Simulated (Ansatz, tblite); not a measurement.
Removing an electron: AlH2(OMe) (CH₅AlO). The state is a singlet with charge 0. Geometry: r2SCAN-D4/def2-TZVP. Ansatz, gas phase; energy differences of separate SCF runs; the oxidised species was run as a doublet alone.

```xyz
8

Al   -0.017   -0.782   -1.495
H    -0.371   -2.323   -1.536
H     0.316    0.060   -2.791
O     0.009   -0.015   -0.025
C     0.013    0.630    1.205
H    -0.297    1.676    1.097
H     1.018    0.616    1.641
H    -0.670    0.138    1.906
```

The xTB rows come from tblite. Correlated methods freeze 7 core orbitals. In CCSD on the charge 1 doublet the largest single amplitude is 0.32, so its Hartree–Fock determinant may place the open shell otherwise than the density functionals do.

```csv
level,−HOMO (eV),vertical IE (eV),−LUMO (eV),HOMO–LUMO gap (eV),remarks
r2SCAN-D4/def2-TZVP,6.52,9.54,1.22,5.30,–
PBE0-D4/def2-TZVP,7.63,9.78,0.85,6.79,–
CCSD/def2-TZVPP,–,10.27,–,–,large T1 (0.061) (+1 doublet)
CCSD(T)/def2-TZVPP,–,10.28,–,–,large T1 (0.061) (+1 doublet)
```

Estimate the rows for GFN1-xTB, GFN2-xTB, PBE-D4/def2-TZVP.


```
           level  −HOMO (eV)  vertical IE (eV)  −LUMO (eV)  HOMO–LUMO gap (eV)
        GFN1-xTB       11.61             14.74        5.93                5.68
        GFN2-xTB       10.92             14.24        6.15                4.76
PBE-D4/def2-TZVP        6.21              9.40        1.61                4.60
```

Run but left out: HF/def2-TZVPP, MP2/def2-TZVPP (charge +1 doublet: a determinant that CCSD turns far, T1 0.061).  Raw xTB energy differences between charge states are shifted by several eV; the methods need an empirical correction for them.
